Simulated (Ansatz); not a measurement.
Results of G0W0@PBE in Ansatz (hard PAW, contour deformation) for rock-salt BaS.

The same calculation (at the measured cell, 32.599 Å³/atom) with different numerical settings; throughout: k mesh 2×2×2:

```
run  response cutoff (eV)  empty bands  quasiparticle gap on the mesh (eV)  quasiparticle gap at Γ (eV)  rough time
---  --------------------  -----------  ----------------------------------  ---------------------------  ----------
1                     100          272                               2.931                        4.439   10 core-s
2                     150          500                               3.011                        4.499   40 core-s
3                     200          769                               3.053                        4.528  2 core-min
4                     250         1075                               3.073                        4.541  3 core-min
5                     300         1413                                 [?]                          [?]  5 core-min
```

Task: Fill in the missing entries.

Result: 
- 5, quasiparticle gap on the mesh (eV): 3.085
- 5, quasiparticle gap at Γ (eV): 4.546

In the column quasiparticle gap on the mesh (eV) the first row differs from the last by -0.154 and the next to last by -0.012.

The last row is no converged limit: other settings stay fixed.

Spin–orbit coupling is not included.

Ansatz is an electronic-structure program.
